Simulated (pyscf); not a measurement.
Thermochemistry of product channels of HS–Ga(Cl)–Cl (SMILES [SH][Ga]([Cl])[Cl]) + H₂ (SMILES [H][H]) on the singlet surface, in eV, from ωB97M-D3(BJ)/def2-TZVP energies (ideal gas, 1 atm, RRHO with modes under 100 cm⁻¹ raised to 100, one conformer, R ln 2 for chiral ones without a mode under 150 cm⁻¹). Optimised with ωB97X-D3(BJ)/def2-SVP in PySCF.

```json
[
 {"products": "H₂S (SMILES S) + Cl–GaH–Cl (SMILES [Cl][GaH][Cl])", "ΔE": "+0.62", "ΔH(298 K)": "+0.65", "ΔG(900 K)": "+0.48", "ΔG(1200 K)": "+0.45"},
 {"products": "HS–GaH–Cl (SMILES [SH][GaH][Cl]) + HCl (SMILES Cl)", "ΔE": "+0.89", "ΔH(298 K)": "+0.93", "ΔG(900 K)": "+0.78", "ΔG(1200 K)": "+0.74"}
]
```

These are energies of the channels, which say nothing of barriers. Elements up to Kr have no core potential and no relativistic terms here.
